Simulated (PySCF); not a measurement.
Redox energetics: hydrogen sulfide

Molecule: hydrogen sulfide, `S` (H2S). Optimised structure (Å), atoms numbered from 1:
```
S     0.0108    0.6201   -0.0046
H    -0.9684   -0.3079   -0.0204
H     0.9807   -0.3178    0.0001
```

Computed at CAM-B3LYP-D3(BJ)/ma-def2-TZVP // PBE0-D3(BJ)/ma-def2-SVP with PySCF (density fitting, grid level 2). Thermal corrections: PBE0-D3(BJ)/ma-def2-SVP frequencies, unscaled, ideal gas at 298.15 K and 1 bar, quasi-RRHO entropy.

Frontier levels of the parent: HOMO -8.92 eV, LUMO 0.99 eV.

Oxidation to the radical cation:
| Quantity | Value |
| --- | --- |
| Vertical ionisation energy (electronic) | 10.41 eV |
| Adiabatic ionisation energy (with zero-point energy) | 10.39 eV |
| Adiabatic, electronic part | 10.41 eV |
| Vertical gap at the product's structure | 10.39 eV |
| Inner reorganisation energy (four-point) | 25 meV |
| Relaxation of product / of parent | 1 / 24 meV |
| ⟨S²⟩ of the product | 0.755 |
| Largest spin populations | S1 1.04 |
| Largest changes of atomic charge | S1 0.79, H (on S1) 0.10, H (on S1) 0.10 |
| Distances that move most (Å) | S1–H 1.349 → 1.371; S1–H 1.349 → 1.371 |

Vertical electron affinity to the radical anion: -1.64 eV. The extra electron is not bound at this structure, the number hangs on the basis, and the ion was not relaxed.

Measured values (NIST Chemistry WebBook, evaluated or the median of agreeing entries): adiabatic ionisation energy 10.46 eV (computed 10.39, difference -0.07).

Caveats: the split of the reorganisation energy is sensitive to the structures, which come from another level (PBE0-D3(BJ)/ma-def2-SVP).

Hardware: 1 thread of Arm Neoverse V1, shared with other jobs. Command: `OMP_NUM_THREADS=1 python redox_run.py task.json out`. Structures, frequencies and single points: 11 s.
